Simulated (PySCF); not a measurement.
PySCF input file for propyne cation (C3H4), SMILES C#CC (connectivity only; charge and spin as stated), charge +1, multiplicity 2, B3LYP-D3(BJ)/def2-TZVP. Geometry: B3LYP-D3(BJ)/def2-TZVP. A frequency run showed that this geometry is not a minimum. The multiplicity is an assumed one; other spin states were not compared.

```python
import numpy as np
from pyscf import gto, scf, dft, df
from pyscf.hessian import thermo

mol = gto.M(
    atom='''
    C    -0.01381940    1.22425739   -0.00000000
    C    -0.01472019   -0.18403163   -0.00000000
    C     0.00270062   -1.42643779    0.00000000
    H     0.57749346    1.58083604    0.86545741
    H     0.57749350    1.58083604   -0.86545739
    H    -1.01467619    1.65634679   -0.00000002
    H     0.01472305   -2.50074668   -0.00000000
    ''',
    basis='def2-TZVP',
    charge=1,
    spin=1,
    max_memory=1600,
    verbose=3,
)
mf = dft.UKS(mol, xc='b3lyp').density_fit(auxbasis='def2-universal-jkfit')
mf.disp = 'd3bj'
mf.grids.level = 3
mf.conv_tol = 1e-11
mf.max_cycle = 100
mf.kernel()
fine, coarse = mf.grids, dft.Grids(mol).set(level=1).build(with_non0tab=True)
for _ in range(3):  # follow internal instabilities
    mf.grids = coarse
    mo, _, stable, _ = mf.stability(return_status=True, nroots=4)
    mf.grids = fine
    if stable:
        break
    mf.kernel(mf.make_rdm1(mo, mf.mo_occ))

# [left out here: the lines that compute and print the analytic Hessian (its translational invariance restored by hand, since the grid's response is missing), thermochemistry and intensities]
```

Output:

```

WARN: HOMO -0.311280580013165 >= LUMO -0.311280580013164

converged SCF energy = -116.338104225422  <S^2> = 0.75232874  2S+1 = 2.0023274
<class 'pyscf.df.df_jk.DFUKS'> wavefunction is stable in the internal stability analysis

WARN: DFTD3 does not support analytical Hessian, using finite difference


WARN: Mole.unit (angstrom) is changed to Bohr

Mode                                 0                   1                   2
Irrep
Freq [cm^-1]                     -182.9494            346.4266            450.5442
Reduced mass [au]                   1.2163              2.9508              3.1897
Force const [Dyne/A]               -0.0240              0.2086              0.3815
Char temp [K]                    -263.2235            498.4308            648.2328
Normal mode                   x     y     z       x     y     z       x     y     z
       0   C                -0.00 -0.00 -0.09    0.05 -0.00  0.00   -0.00 -0.00 -0.13
       1   C                 0.00  0.00 -0.07   -0.22  0.00  0.00    0.00  0.00  0.21
       2   C                 0.00  0.00  0.06    0.11  0.01 -0.00   -0.00  0.00 -0.05
       3   H                -0.12 -0.40  0.27    0.16 -0.17 -0.00   -0.11 -0.00  0.01
       4   H                 0.12  0.40  0.27    0.16 -0.17  0.00    0.11  0.00  0.01
       5   H                 0.00  0.00  0.54    0.17  0.28 -0.00   -0.00  0.00  0.17
       6   H                 0.00  0.00  0.14    0.26  0.01 -0.00   -0.00  0.00 -0.44
Mode                                 3                   4                   5
Irrep
Freq [cm^-1]                      633.3557            728.2068            944.6858
Reduced mass [au]                   1.2312              1.4530              2.8413
Force const [Dyne/A]                0.2910              0.4540              1.4940
Char temp [K]                     911.2579           1047.7275           1359.1925
Normal mode                   x     y     z       x     y     z       x     y     z
       0   C                 0.01  0.00  0.00   -0.00 -0.00  0.02    0.07  0.17 -0.00
       1   C                 0.04  0.00  0.00    0.00  0.00 -0.09   -0.05 -0.07 -0.00
       2   C                -0.12 -0.00 -0.00   -0.00  0.00  0.14    0.01 -0.13  0.00
       3   H                 0.02 -0.01 -0.00    0.04 -0.04 -0.01   -0.17  0.31  0.09
       4   H                 0.02 -0.01  0.00   -0.04  0.04 -0.01   -0.17  0.31 -0.09
       5   H                 0.01  0.01 -0.00    0.00  0.00 -0.08   -0.03 -0.04  0.00
       6   H                 0.89  0.01 -0.00   -0.00  0.00 -0.81    0.04 -0.15 -0.00
Mode                                 6                   7                   8
Irrep
Freq [cm^-1]                     1027.1145           1216.1721           1261.7288
Reduced mass [au]                   1.7150              1.0518              1.0955
Force const [Dyne/A]                1.0660              0.9166              1.0275
Char temp [K]                    1477.7891           1749.8008           1815.3468
Normal mode                   x     y     z       x     y     z       x     y     z
       0   C                 0.12 -0.10 -0.00   -0.00 -0.00 -0.00    0.02  0.08 -0.00
       1   C                -0.08  0.04 -0.00   -0.00 -0.00  0.06    0.03  0.01  0.00
       2   C                 0.00  0.08  0.00    0.00  0.00 -0.01   -0.00 -0.00 -0.00
       3   H                -0.24  0.13  0.13    0.28 -0.51 -0.02   -0.25 -0.49  0.39
       4   H                -0.24  0.13 -0.13   -0.28  0.51 -0.02   -0.25 -0.49 -0.39
       5   H                -0.10 -0.59  0.00   -0.00 -0.00 -0.51   -0.02  0.00 -0.00
       6   H                 0.06  0.09 -0.00    0.00  0.00  0.02   -0.02 -0.01  0.00
Mode                                 9                  10                  11
Irrep
Freq [cm^-1]                     1420.5006           2081.2481           2859.6531
Reduced mass [au]                   1.1542              6.4564              1.0657
Force const [Dyne/A]                1.3722             16.4773              5.1345
Char temp [K]                    2043.7841           2994.4527           4114.4041
Normal mode                   x     y     z       x     y     z       x     y     z
       0   C                -0.02  0.10  0.00   -0.00  0.05 -0.00    0.00  0.00  0.07
       1   C                -0.02 -0.00 -0.00    0.00 -0.23  0.00    0.00 -0.00  0.01
       2   C                 0.00 -0.02 -0.00   -0.00  0.15  0.00    0.00  0.00  0.00
       3   H                 0.36 -0.19 -0.13    0.00  0.01  0.02   -0.39 -0.24 -0.50
       4   H                 0.36 -0.19  0.13    0.00  0.01 -0.02    0.39  0.24 -0.50
       5   H                -0.32 -0.62  0.00   -0.00  0.03 -0.00    0.00 -0.00  0.09
       6   H                 0.01 -0.02 -0.00   -0.00  0.28  0.00    0.00 -0.00 -0.00
Mode                                12                  13                  14
Irrep
Freq [cm^-1]                     2917.9982           3120.6847           3352.8115
Reduced mass [au]                   1.0445              1.0943              1.1497
Force const [Dyne/A]                5.2401              6.2788              7.6146
Char temp [K]                    4198.3498           4489.9705           4823.9493
Normal mode                   x     y     z       x     y     z       x     y     z
       0   C                 0.04  0.04 -0.00    0.08 -0.02 -0.00   -0.00 -0.00 -0.00
       1   C                 0.00 -0.00 -0.00    0.00 -0.00 -0.00   -0.00  0.03 -0.00
       2   C                 0.00  0.00 -0.00    0.00  0.00 -0.00    0.00 -0.10 -0.00
       3   H                -0.34 -0.21 -0.54   -0.06 -0.05 -0.11   -0.00 -0.00 -0.00
       4   H                -0.34 -0.21  0.54   -0.06 -0.05  0.11   -0.00 -0.00  0.00
       5   H                 0.21 -0.08 -0.00   -0.86  0.37 -0.00    0.01 -0.01 -0.00
       6   H                 0.00 -0.00 -0.00    0.00  0.02 -0.00   -0.01  0.93 -0.00
temperature 298.1500 [K]
pressure 101325.00 [Pa]
Rotational constants [GHz] 156.73007 8.66366 8.63340
Symmetry number 1
Zero-point energy (ZPE) 0.05094 [Eh]   133749.264 [J/mol]
                           tot       elec      trans        rot        vib
Entropy [J/mol/K]       260.030      5.763    154.773     87.212     12.282
Cv [J/mol/K]             49.802      0.000     12.472     12.472     24.858
Cp [J/mol/K]             58.116      0.000     20.786     12.472     24.858
Internal energy [J/mol]                      3718.434   3718.434 136342.512
Internal energy [Eh]   -116.28334  -116.33810
Enthalpy [J/mol]                             6197.391   3718.434 136342.512
Enthalpy [Eh]          -116.28240
Gibbs free energy [J/mol]                  -39948.070 -22283.776 132680.640
Gibbs free energy [Eh] -116.31193
mode   freq/cm-1   IR/(km/mol)
   1     -182.95       117.256
   2      346.43        10.647
   3      450.54        11.043
   4      633.36        57.908
   5      728.21        26.546
   6      944.69        45.344
   7     1027.11         3.854
   8     1216.17        23.883
   9     1261.73       133.642
  10     1420.50        13.311
  11     2081.25         4.785
  12     2859.65       104.876
  13     2918.00       214.790
  14     3120.68        21.707
  15     3352.81       235.002
max |gradient| / (hartree/bohr): 6.0843136754038066e-05
APT charges: [-0.4638  0.4114  0.0835  0.2417  0.2417  0.1738  0.3118]
```

The run converged. The end point has an imaginary mode, so it is no minimum.

Cost: about 2.7 core-minutes (a rough figure).
